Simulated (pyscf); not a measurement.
This saddle point was located with ωB97X-D3(BJ)/def2-SVP in PySCF.

```xyz
6

P      0.5494     0.1234     0.4314
H      0.7864    -0.8375    -0.8458
H      0.1292     0.1885     1.8033
H     -0.7779     0.2524    -0.1021
Al     2.5974    -0.5349    -0.5650
H      1.6627    -0.9002     0.9976
```
Charge 0, spin multiplicity 1.

Surface: singlet, charge 0. Lowest wavenumbers (cm⁻¹): 759i, 279, 548, 578, 1006.

Problem. Name the species on either side of this saddle.

Solution. PH₃ (SMILES P) + AlH (SMILES [AlH]) [singlet] ⇌ PH₃ (SMILES P) + AlH (SMILES [AlH]) [singlet], a four-centre exchange read from left to right: H–P, Al–H broken and H–P, Al–H formed. At CCSD(T)/def2-TZVPP + ΔMP2(QZVPP) it lies +16.3 kcal/mol from the left side and +16.3 kcal/mol from the right (each side as separated species at their lowest minima found). On the reactant side the descent ends in an adduct with a Al–P contact, 11.2 kcal/mol under the separated species and 22.3 kcal/mol under the saddle at ωB97X-D3(BJ)/def2-TZVP. On the product side the descent ends in an adduct with a Al–P contact, 11.2 kcal/mol under the separated species and 22.3 kcal/mol under the saddle at ωB97X-D3(BJ)/def2-TZVP. At ωB97X-D3(BJ) the barrier from the zero used here is 11.1 kcal/mol. This is the saddle that the search found; another between the same sides may lie lower. The CCSD(T) − MP2 part came from Ansatz, without density fitting, on the same reference.
